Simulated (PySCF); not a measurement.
# Li₂O at several levels of theory

All levels use the PBE0 minimum (singlet; O–Li 1.605 Å (×2); Li–O–Li 180.0°), basis [O def2-TZVP, Li def2-TZVP], no relativity, density fitting, no spin–orbit coupling, PySCF. For vertical energies the ionised species is a doublet (spins chosen at PBE0 and kept). Atomisation goes to high-spin ground-configuration atoms, without zero-point energy. Open shells are unrestricted, also as the reference of the correlated levels. A dash marks a value that was not computed or is not defined at that level.

```xyz
3
charge 0 multiplicity 1, angstrom
O     0.0000    0.0000    0.0000
Li    0.0000    0.0000    1.6049
Li    0.0000    0.0000   -1.6049
```

```tsv
level	atomisation (kJ/mol)	vertical IP (eV)	−ε(HOMO) (eV)	gap (eV)
PBE0	670	6.39	4.28	3.82
CCSD(T)	662	6.28	–	–
HF	336	4.35	7.41	8.27
PBE	727	6.82	3.14	2.14
r2SCAN	695	6.42	3.18	2.72
B3LYP	709	6.64	4.17	3.44
TPSSh	680	6.43	3.54	2.89
MP2	706	6.67	–	–
r2SCANh	679	6.30	3.65	3.32
MN15	745	6.37	5.07	5.44
```

For Li₂O itself CCSD(T) correlates 12 electrons; T1 = 0.020, D1 = 0.042, (T) = -29 kJ/mol. T1 is large, so the single-reference value is itself in doubt.

Question: Which levels differ least and most from CCSD(T) in the atomisation?

Answer: Least: PBE0 (+8 kJ/mol); most: HF (-326 kJ/mol). CCSD(T) atomisation energies in a triple-zeta basis lie tens of kJ/mol low, so this is no ranking by accuracy.
